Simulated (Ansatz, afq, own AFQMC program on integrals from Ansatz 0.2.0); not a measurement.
**Where AFQMC and coupled cluster stand for Si, triplet**

A free Si atom.

Basis aug-cc-pVDZ. Noble-gas cores (and the filled d shells of Ga–Kr and In–Xe) are frozen. AFQMC by an in-house program on the Cholesky factors that Ansatz 0.2.0 writes for its CCSD(T) run. The CISD trial takes its coefficients from CCSD amplitudes. Released means that phaseless walkers are propagated on without the constraint, phases kept. Free AFQMC starts from the CCSD state and is never constrained. Its projection time is finite, and what remains of the start isn't in its error. Error bars are statistical, one sigma.

Determinant: UHF, the one that the program's search chose, which needn't be the lowest solution.

Full CI on the same integrals is exact in this basis and with this determinant's frozen core.

The T1 diagnostic is 0.0105 and the weight of the determinant in the CISD state is 0.933. The ⟨S²⟩ of the determinant is 2.014 and the size of the correlated space is 4 electrons in 22 orbitals.

```json
{"level": "MP2", "correlation energy (eV)": "-1.2662"}
{"level": "CCSD", "correlation energy (eV)": "-1.7981"}
{"level": "CCSD(T)", "correlation energy (eV)": "-1.8332"}
```

(1) Estimate where full CI lies against CCSD(T) on the same integrals.

(1) 0.55 mEh below CCSD(T).

Reference: full CI, correlation energy -1.848 eV. The released energy is read at 1.50 1/Eh (meV from the phaseless value at times in 1/Eh: -1.5 ± 1.4 at 0.24, -1.3 ± 0.5 at 0.50, -1.7 ± 0.5 at 1.00, -2.2 ± 0.9 at 1.50).

| level | E − E(reference) (mEh) | share of correlation (%) |
| --- | --- | --- |
| CCSD(T) | 0.55 | 99.19 |
| CCSDT | 0.06 | 99.91 |
| CCSDT(Q) | 0.02 | 99.97 |
| ph-AFQMC/HF | 3.03 ± 0.36 | 95.54 |
| ph-AFQMC/CISD | 0.14 ± 0.02 | 99.80 |
| released AFQMC | 0.06 ± 0.03 | 99.92 |
| free AFQMC | 0.01 ± 0.02 | 99.99 |

CCSDT and higher add their correlation energy to the determinant of the CCSD(T) run, since their own runs factorise the integrals more tightly (a shift of under 2 meV). Free projections are given only where their last times agree within the noise and don't stop above the reference; a slow remainder of the start can still hide under it. A walk keeps the symmetry of its determinant, which the program's search chose and which needn't be the lowest solution, so a lower state of the same spin and another symmetry isn't excluded. Released energies are given only where the last usable release times agree within the noise; a slower fall can still hide under it.
